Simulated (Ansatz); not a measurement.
Start from MgS in the rock salt structure (space group Fm-3m, No. 225).

```yaml
crystal:
  lattice:
    - [0.00000, 2.60157, 2.60157]
    - [2.60157, 0.00000, 2.60157]
    - [2.60157, 2.60157, 0.00000]
  atoms:
    - { symbol: S, position: [0.00000, 0.00000, 0.00000] }
    - { symbol: Mg, position: [0.50000, 0.50000, 0.50000] }
```

Calculations: Ansatz (an electronic-structure program), r2SCAN, PAW, cutoff 500 eV, no spin-orbit coupling.

Modification: every S is replaced by O; the structure is relaxed again.

Measured lattice parameter a: MgS 5.188 Å (static lattice; corrected from measurement; as listed in Tamar Goldzak et al., The Journal of Chemical Physics (2022)); MgO 4.189 Å (static lattice; corrected from measurement; as listed in Daniel Mejia-Rodriguez, S. B. Trickey, Phys. Rev. B (2018)).

### Question
How well does r2SCAN reproduce the measured shift?

### Answer
With r2SCAN the lattice parameter a moves by -0.999 Å (5.203 → 4.204) against -0.999 Å measured.

Whether these cells are dynamically stable was not tested.
